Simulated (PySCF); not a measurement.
# CH2N2: the cost of one run

Computed with PySCF 2.14.0, with density-fitted response routines of our own, on a single molecule in the gas phase. Atoms count from 0, in the outputs and in this text.

### Step 1. The starting structure

5 atoms, charge 0, multiplicity 1; geometry from: MMFF94s.

Bonds of the start (Å): N0–C1 1.16, C1–N2 1.33, N2–H3 1.02, N2–H4 1.02.

### Step 2. Optimising the geometry at PBE0-D3(BJ)/def2-SVP

What the job is given:

```
{"job": {"xc": "PBE0", "basis": "def2-SVP", "d3": "d3bj", "grid": 1, "kind": "geom"}, "charge": 0, "multiplicity": 1}
N      1.928526    -0.025511     0.016207
C      0.776050    -0.010323    -0.064620
N     -0.555520     0.007243    -0.136893
H     -1.063248     0.866602     0.091968
H     -1.085809    -0.838009     0.093338
```

Launch:

```bash
> OMP_NUM_THREADS=1 python probes_run.py task.json out
```

The driver reads the jobs from task.json and runs them one after another.

**Question.** How long does this first job take on 1 thread of Arm Neoverse N1, shared host, and how much memory does it need?

About 7 s, with a peak of 0.25 GiB.
